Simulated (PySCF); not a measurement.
An unknown gives this computed stick spectrum. Method used: PySCF, TDDFT PBE0/def2-SVPD, vertical, gas phase, core orbitals frozen in the response. Geometries: GFN2-xTB, one conformer each.

```
state  ν̃ (cm⁻¹)       f  main configurations (H = HOMO, L = LUMO)
   S1      45490   0.012                                 H→L (95%)
   S2      48420  0.0060                               H→L+1 (95%)
   S3      54630  0.0032                             H-1→L+1 (93%)
   S4      56600  0.0092                               H→L+2 (94%)
   S5      57670   0.199                               H-1→L (86%)
   S6      58320   0.018                  H→L+3 (65%), H→L+4 (26%)
   S7      60240   0.036                  H→L+4 (68%), H→L+3 (25%)
   S8      62230  0.0017                             H-1→L+2 (91%)
```

Triplets computed (Tamm–Dancoff): 4.32, 5.50, 5.80 eV.

Orbital energies (eV): HOMO-3 -10.75, HOMO-2 -9.88, HOMO-1 -7.22, HOMO -6.51, LUMO 0.46, LUMO+1 0.82, LUMO+2 1.62.

Problem. Which candidate is it? All have the formula C4H7N.
A. `C1=CCNC1`
B. `C=CCN=C`
C. `C(=C)/C=N\C`

Solution. A. Its S1, at 5.64 eV, is the highest among the candidates; the nearest of the others has S1 at 4.93 eV. S1 is HOMO→LUMO (95%). Löwdin shares by element: HOMO nitrogen 52%, carbon 24% or more (atoms not listed hold the other 24%); LUMO carbon 68% or more, hydrogen 12% or more (atoms not listed hold the other 20%). At the same level the other candidates give, for their lowest levels:
- `C=CCN=C`: 4.93 eV (f 0.001); 6.22 eV (f 0.020); 6.51 eV (f 0.001); 7.23 eV (f 0.030); 7.49 eV (f 0.054); T1 4.08 eV; HOMO -7.35, LUMO -0.43 eV
- `C=C/C=N\C`: 3.87 eV (f 0.000); 5.90 eV (f 0.520); 6.75 eV (f 0.008); 6.93 eV (f 0.001); 7.25 eV (f 0.004); T1 3.20 eV; HOMO -6.93, LUMO -1.43 eV
